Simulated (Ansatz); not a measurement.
The input, for Ansatz 0.2.0:

```yaml
crystal:
  periodic: [false, false, false]
  atoms:
    - {symbol: Si, position_ang: [-0.095252, 0.000000, 0.000000]}
    - {symbol: H, position_ang: [-0.590124, 1.399708, 0.000000]}
    - {symbol: H, position_ang: [-0.590123, -0.699854, 1.212183]}
    - {symbol: H, position_ang: [-0.590124, -0.699854, -1.212183]}
    - {symbol: H, position_ang: [1.659748, 0.000000, 0.000000]}
    - {symbol: H, position_ang: [2.764748, 0.000000, 0.000000]}
basis:
  gaussian: {orbitals: cc-pVDZ}
magnetization: {spin_polarized: false, initial_magnetization: 1}
correlation: {method: sc_nevpt2, electrons: outside_noble_gas, active_space: {window: {electrons: 3, orbitals: 3}}}
```

```sh
$ ansatz run in.yaml --threads 1 --pin off --events-out ev --progress --plain --max-ram 2816MiB --backend cpu
```

Task: Roughly how long does this take on 1 thread of AMD EPYC 7R13, shared host, and how much host memory?

Result: 0.45 s wall and 0.19 GiB.

```
397 factors; integrals over basis functions are off by at most 1.2e-3 eV
mean field evaluation 1: about -7937.0274 eV, gradient 9.3e0 eV
mean field evaluation 2: about -7937.0450 eV, gradient 9.4e0 eV
mean field evaluation 4: about -7937.7503 eV, gradient 8.7e-1 eV
mean field evaluation 8: about -7937.7879 eV, gradient 8.0e-2 eV
mean field -7937.78802676 eV, -291.7083295575 hartree, gradient 8.6e-7 eV, S^2 0.750000; 0 other end points of the search recorded, 0 dependent functions left out
reference -7937.78802676 eV, -291.7083295575 hartree; 10, 9 occupied and 33, 34 virtual orbitals, 397 factors
state -7938.47358045 eV, -291.7335231908 hartree
state -7938.47358045 eV, -291.7335231908 hartree; corrected -7941.51275366 eV, -291.8452107463 hartree
state -7938.15333940 eV, -291.7217545494 hartree
state -7938.15333940 eV, -291.7217545494 hartree; corrected -7941.40761779 eV, -291.8413470745 hartree
state -7938.47358045 eV, -291.7335231908 hartree; corrected -7941.51275366 eV, -291.8452107463 hartree
Total energy: -7941.51275366 eV, -291.8452107463 hartree
```

Natural occupations: 1.9606 1.0000 0.0393.

For the same geometry and basis RCCSDTQ lies 974.6 meV lower.
